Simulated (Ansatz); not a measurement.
Ansatz (a first-principles code) input (CCSD(T)/6-31G*):

Ansatz 0.2 input:
```yaml
crystal:
  periodic: [false, false, false]
  atoms:
    - {symbol: C, position_ang: [-0.71022460, 0.07832482, 0.06152043]}
    - {symbol: C, position_ang: [0.71022460, -0.07832482, -0.06152043]}
    - {symbol: H, position_ang: [-1.28075570, -0.41847643, -0.79118062]}
    - {symbol: H, position_ang: [-1.08454656, 1.05197896, -0.39815009]}
    - {symbol: H, position_ang: [-1.16860170, -0.11789931, 1.02449045]}
    - {symbol: H, position_ang: [1.08454656, -1.05197896, 0.39815009]}
    - {symbol: H, position_ang: [1.28075570, 0.41847643, 0.79118062]}
    - {symbol: H, position_ang: [1.16860170, 0.11789931, -1.02449045]}
basis:
  gaussian:
    orbitals: 6-31G*
total_charge: 1
magnetization: {spin_polarized: true, initial_magnetization: 1}
correlation: {method: ccsd_t, electrons: outside_noble_gas}
```

Output:

```
Functional definition: HF
integrals: 0.02 GiB planned
480 factors; integrals over basis functions are off by at most 6.5e-4 eV
mean field: 0.07 GiB planned
mean field evaluation 1: about -2142.0112 eV, gradient 2.2e1 eV
mean field evaluation 2: about -2142.0098 eV, gradient 2.2e1 eV
mean field evaluation 4: about -2144.4227 eV, gradient 1.7e0 eV
mean field evaluation 8: about -2144.4553 eV, gradient 4.4e-2 eV
mean field evaluation 16: about -2144.4532 eV, gradient 5.1e-1 eV
mean field evaluation 32: about -2144.4515 eV, gradient 2.4e-1 eV
mean field evaluation 64: about -2141.6626 eV, gradient 2.0e-1 eV
mean field -2144.45528429 eV, -78.8072781335 hartree, gradient 1.4e-6 eV, S^2 0.766303; 3 other end points of the search recorded, 0 dependent functions left out
2 core orbitals not correlated
reference -2144.45528429 eV, -78.8072781335 hartree; 7, 6 occupied and 33, 34 virtual orbitals, 480 factors
second order -7.15228422 eV of doubles, -0.00000000 eV of singles
coupled cluster: 0.09 GiB planned
cycle   1  -7.69581838 eV  change   -5.4e-1 eV  update   6.0e-2
cycle   2  -7.94272702 eV  change   -2.5e-1 eV  update   1.9e-2
cycle   3  -7.97751618 eV  change   -3.5e-2 eV  update   6.0e-3
cycle   4  -7.97765768 eV  change   -1.4e-4 eV  update   1.8e-3
cycle   5  -7.97750208 eV  change    1.6e-4 eV  update   5.1e-4
cycle   6  -7.97750297 eV  change   -8.9e-7 eV  update   1.3e-4
cycle   7  -7.97750373 eV  change   -7.5e-7 eV  update   3.4e-5
cycle   8  -7.97750104 eV  change    2.7e-6 eV  update   8.2e-6
perturbative correction -0.23021893 eV, -0.0084603896 hartree
Total energy: -2152.66300425 eV, -79.1089062789 hartree
```
